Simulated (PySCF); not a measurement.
hydrogen cyanide (CHN), SMILES C#N. Heavy atoms are numbered as in [CH:1]#[N:2]. Hydrogens are named by the atom that carries them.

The structure is a stationary point at ωB97X-D3(BJ)/def2-TZVPD.

Method: PBE0/pcSseg-2 (PySCF).

GIAO shieldings, no solvent; atoms alike by connectivity are averaged. δ = σ(ref) − σ: ¹³C against TMS (σ = 186.1 ppm); ¹⁵N against NH3 (σ = 263.3 ppm); ¹H against TMS (σ = 31.54 ppm), references at their B3LYP-D3(BJ)/def2-TZVP geometries, non-relativistic.

```csv
atoms,nucleus,count,δ (ppm)
C1 (CH),¹³C,1,114.6
N2,¹⁵N,1,…
H on C1,¹H,1,2.56
```

Some entries are withheld; supply them. (An estimate is asked for; the answer gives what the named calculation found.)


- N2, δ (ppm): 309.1
